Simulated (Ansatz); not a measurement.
Zinc-blende BP, relaxed in Ansatz (plane waves) with several semilocal functionals. Each gives its own volume and its own elastic constant C11:

| level | V0 (Å³/atom) | elastic constant C11 (GPa) | ln V0 | ln C11 |
|---|---|---|---|---|
| LDA | 11.318 | 358.5 | 2.4264 | 5.8819 |
| PBEsol | 11.544 | 346.6 | 2.4462 | 5.8482 |
| PBE | 11.761 | 339.6 | 2.4648 | 5.8278 |

### Question
Fit a straight line to ln C11 against ln V0. What does it predict for r²SCAN, whose volume is 11.670 Å³/atom?

### Answer
With x = ln V0 and y = ln C11: means 2.44580 and 5.85263; Σ(Δx Δy) = -0.001041, Σ(Δx²) = 0.0007375, so the slope is -1.41. At x = 2.4570 the line gives y = 5.85263 + (-1.41) × (2.4570 − 2.44580) = 5.8368, or 342.7 GPa. The run with r²SCAN gives 361.5 GPa, +5.5 % from the line. The rows used scatter about it by up to 0.4 %, while the largest value lies 6 % above the smallest.

Measured: 315 GPa (measured, temperature not stated, no zero-point or thermal correction, our sources range from 315 to 354; as tabulated in Råsander and Moram (2015), arXiv:1505.02379).

Ansatz's density-functional and Hartree–Fock values are scalar-relativistic unless marked +SOC, with PAW data made under PBE.

Ansatz is a first-principles code.
